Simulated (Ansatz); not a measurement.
# BNH (quartet): from Hartree-Fock to the top rungs at scale of all distances = 1.970, 6-31G

How much of the correlation energy of BNH (quartet) does each wave-function method recover here?

Program: Ansatz 0.2.0, Gaussian basis. Level of theory: 6-31G, core rule «outside noble gas», up to 2 orbitals frozen. These are calculated values, not measurements.

Plan: UHF; CCSD(T) on ROHF; CCSD(T) on UHF; BCCD(T) on ROHF; CISD; CCSDT(Q) on ROHF; CCSDT(Q) on UHF; CCSDTQ on ROHF; CASSCF and MRCISD+Q, 5 electrons in 5 orbitals; CASSCF and NEVPT2, 5 electrons in 5 orbitals; CASSCF and MRCISD+Q, 9 electrons in 9 orbitals; CASSCF and NEVPT2, 9 electrons in 9 orbitals; Full CI.

19 further runs of the same task are left out: 1 for a known fault of the program, 14 that didn't finish, 4 set aside as unsound or not needed.

### 1 The system

The geometry derives from a PBE0/def2-TZVP stationary point (not a proven minimum). All distances are scaled together.

3 atoms, charge 0, spin multiplicity 4.

Atoms are counted from 1 here; the program's logs count them from 0.

No contacts short enough for the rule that draws bonds.

### 2 UHF

Input file in.yaml:

```yaml
crystal:
  periodic: [false, false, false]
  atoms:
    - {symbol: B, position_ang: [0.000000, 0.157111, 1.701637]}
    - {symbol: N, position_ang: [0.000000, -0.231706, -1.158216]}
    - {symbol: H, position_ang: [0.000000, 1.534718, -2.156497]}
basis:
  gaussian: {orbitals: 6-31G}
magnetization: {spin_polarized: true, initial_magnetization: 3}
hamiltonian: {xc: hf}
output: {orbitals: {seedname: orbitals}}
```

On the command line:

```bash
> ansatz run in.yaml --threads 1 --pin off --events-out ev --progress --plain --max-ram 2393MiB
```

After this run come: CCSD(T) on ROHF; CCSD(T) on UHF; BCCD(T) on ROHF; CISD; CCSDT(Q) on ROHF; CCSDT(Q) on UHF; CCSDTQ on ROHF; CASSCF and MRCISD+Q, 5 electrons in 5 orbitals; CASSCF and NEVPT2, 5 electrons in 5 orbitals; CASSCF and MRCISD+Q, 9 electrons in 9 orbitals; CASSCF and NEVPT2, 9 electrons in 9 orbitals; Full CI.

Before running them: what should the planned runs give, taken together? Wanted: FCI below the RHF energy; RMP2 from FCI; UMP2 from FCI; RCCSD from FCI; RCCSD(T) from FCI; UCCSD(T) from FCI; RCCSDT(Q) from FCI; UCCSDT(Q) from FCI; NEVPT2 pair from FCI.

The runs gave:

| quantity | value |
| --- | --- |
| FCI below the RHF energy | -5.3784 eV |
| RMP2 from FCI | +209.7 kJ/mol |
| UMP2 from FCI | +96.5 kJ/mol |
| RCCSD from FCI | +13.4 kJ/mol |
| RCCSD(T) from FCI | +2.1 kJ/mol |
| UCCSD(T) from FCI | +3.8 kJ/mol |
| RCCSDT(Q) from FCI | -0.1 kJ/mol |
| UCCSDT(Q) from FCI | 0.0 kJ/mol |
| NEVPT2 pair from FCI | +80.5 kJ/mol |
| MRCISD+Q pair from FCI | -3.4 kJ/mol |
| NEVPT2 valence from FCI | +41.8 kJ/mol |
| levels within 1 kcal/mol (43 meV) | RCCSD(T), UCCSD(T), BCCD(T), RCCSDT, UCCSDT, RCCSDT(Q), UCCSDT(Q), RCCSDTQ, MRCISD+Q pair, MRCISD valence, MRCISD+Q valence |
| T1 diagnostic | 0.100 |
| effectively unpaired electrons | 4.10 |

In words: RCCSD(T) misses by +2.1 kJ/mol, 0.4 % of the correlation energy. MRCISD+Q pair falls below full CI: the +Q correction isn't variational, and the cores differ from full CI's. The occupations show strong static correlation (4.1 unpaired electrons where one determinant has 3). Coupled cluster on one determinant still stays close here. Of the multireference levels listed MRCISD+Q valence comes nearest in total energy (+1.0 kJ/mol), which doesn't show that its space is the better one. These misses are within one basis, not against nature; the frozen cores of restricted and unrestricted runs differ, which can shift their rows.
